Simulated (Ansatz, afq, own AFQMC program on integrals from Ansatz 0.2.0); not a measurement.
## CHB, singlet in 6-31G, levels against full CI

```xyz
3

B     0.0000    0.0000    0.0957
C     0.0000    0.0000   -1.3685
H     0.0000    0.0000    1.2728
```

Connectivity, by distances: BH–C.

Basis 6-31G. Only valence electrons are correlated. AFQMC by an in-house program on the Cholesky factors that Ansatz 0.2.0 writes for its CCSD(T) run. ph-AFQMC/CISD is guided by a CISD state made of CCSD amplitudes; releasing the constraint for a short imaginary time cuts its bias at the price of noise, slowly where states lie close. Uncertainties: one standard error, sampling alone.

Determinant: RHF, the one that the program's search chose, which needn't be the lowest solution. The geometry is a PBE0/def2-TZVP stationary point of this or a neighbouring charge and spin state.

Full CI on the same integrals is exact in this basis and with this determinant's frozen core.

Cautions: higher spins were not checked; restricted determinant unstable towards unrestricted (UHF 925 meV lower, ⟨S²⟩ 1.00); the CCSDTQ amplitudes may be one of several solutions (largest double 0.95); the released energy hasn't reached full CI (46 meV above it at 2.40 1/Eh), so no released level is given (meV from the phaseless value at times in 1/Eh: 0 ± 14 at 0.24, 0 ± 13 at 0.51, -9 ± 14 at 0.99, -33 ± 18 at 1.62, -10 ± 18 at 2.40); the determinant fills πx and πy unequally, so it mixes two states of the linear molecule, and each level undoes that mixture to a different degree, while full CI gives the lower state, and by Hund's rule a triplet of that filling probably lies lower still; CCSDTQ on the UHF determinant differs (800 meV lower), perhaps since the unrestricted series falls towards higher spin.

The T1 diagnostic is 0.0137. The weight of the determinant in the CISD state is 0.881. The size of the correlated space is 8 electrons in 18 orbitals.

Reference: full CI, correlation energy -3.970 eV. The cautions show a poor starting determinant, so the rows tell how each method copes with it here, and full CI is the sure value.

```tsv
level	E − E(reference) (meV)	share of correlation (%)
HF	3970.1	0.00
MP2	1055.1	73.42
CCSD	217.0	94.53
CCSD(T)	100.4	97.47
CCSDT	58.8	98.52
CCSDT(Q)	26.3	99.34
CCSDTQ	3.1	99.92
ph-AFQMC/HF	-57.8 ± 47.1	101.46
ph-AFQMC/CISD	56.0 ± 9.2	98.59
```

CCSDT and higher add their correlation energy to the determinant of the CCSD(T) run, since their own runs factorise the integrals more tightly (a shift of under 2 meV).
